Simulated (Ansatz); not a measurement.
# CH₄AlCl: single points off equilibrium

The task here is to estimate one member of a computed series from the others.

The runs use Ansatz 0.2.0, Gaussian basis; single points in def2-TZVPP.

Cores are frozen in the correlated methods.

**Starting geometry**

7 atoms, charge 0, spin multiplicity 1.

Atoms are counted from 1 here; the program's logs count them from 0.

Bond lengths: Al1–Cl2 2.687 Å, Al1–H3 1.966 Å, Al1–C4 2.033 Å, C4–H5 0.925 Å, C4–H6 1.010 Å, C4–H7 1.077 Å. Angles: Cl2–Al1–H3 44.6°, Cl2–Al1–C4 127.7°, H3–Al1–C4 162.7°, Al1–C4–H5 108.2°, Al1–C4–H6 113.8°, Al1–C4–H7 103.4°, H5–C4–H6 109.9°, H5–C4–H7 113.5°, H6–C4–H7 108.0°.

As a file:

```xyz
7
CH4AlCl
Al   -0.3444   -0.8450   -0.1394
Cl    1.6676   -1.9498   -1.5360
H    -0.1860   -2.2986   -1.4530
C    -0.3967    0.9960    0.7222
H    -1.1193    1.4564    0.3749
H    -0.4558    0.9722    1.7297
H     0.5544    1.4250    0.4537
```

Set-up of the first run:

run/in.yaml

```yaml
crystal:
  periodic: [false, false, false]
  atoms:
    - {symbol: Al, position_ang: [-0.344400, -0.845000, -0.139400]}
    - {symbol: Cl, position_ang: [1.667600, -1.949800, -1.536000]}
    - {symbol: H, position_ang: [-0.186000, -2.298600, -1.453000]}
    - {symbol: C, position_ang: [-0.396700, 0.996000, 0.722200]}
    - {symbol: H, position_ang: [-1.119300, 1.456400, 0.374900]}
    - {symbol: H, position_ang: [-0.455800, 0.972200, 1.729700]}
    - {symbol: H, position_ang: [0.554400, 1.425000, 0.453700]}
basis:
  gaussian: {orbitals: def2-TZVPP}
correlation: {method: ccsd_t}
output: {forces: true}
```

The command line of these runs was not kept.

Steps of the session up to this table: CCSD(T)/def2-TZVPP; PBE0-D4/def2-TZVPP; wB97M-V/def2-TZVPP; r2SCAN-D4/def2-TZVPP; PBE-D4/def2-TZVPP; wB97X-V/def2-TZVPP; BLYP-D4/def2-TZVPP.

One of the session's tables, all rows but one given; the rest of the session is left out.

| method | RMS force component (eV/Å) | angle to CCSD(T) forces (°) | dipole (D) |
| --- | --- | --- | --- |
| CCSD(T) | 2.994 | reference | 4.50 |
| PBE0-D4 | 2.991 | 1.7 | 4.50 |
| wB97M-V | 2.965 | 1.6 | 4.70 |
| r2SCAN-D4 | 2.969 | 1.5 | 4.32 |
| PBE-D4 | 2.998 | 2.9 | 4.10 |
| wB97X-V | 3.050 | 1.8 | 4.91 |
| BLYP-D4 | ? | ? | ? |

**Question.** Estimate the row for BLYP-D4.

As computed: RMS force component (eV/Å): 2.927; angle to CCSD(T) forces (°): 3.4; dipole (D): 4.12. In the column «RMS force component (eV/Å)» it is the lowest.
